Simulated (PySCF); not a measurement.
Z-matrix (Å, degrees):
```
F
```
Charge 0, spin multiplicity 2.

Q: Estimate the total energy, highest occupied spin orbital and dipole moment that PySCF with TPSSh-D3(BJ)/def2-TZVP returns for this input.

A: 
```
Item                                Result
-----------------------------  -----------
total energy                   -2714.77 eV
highest occupied spin orbital    -11.25 eV
dipole moment                       0.00 D
```
